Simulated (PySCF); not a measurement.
Calculation: PBE-D3(BJ)/def2-TZVP // B3LYP-D3(BJ)/def2-TZVP (PySCF). Gas-phase values, no solvent. 

Reference species (SMILES): `[CH3]` (neutral, multiplicity 2).

- dipole moment: 0.00 D

Changed species: `[CH3][Al][CH3]` (radical fragment; the reference has radical fragment).

**Question.** Predict the effect on the dipole moment.

**Answer.** the dipole moment rises by 0.46 D, to 0.46 D.
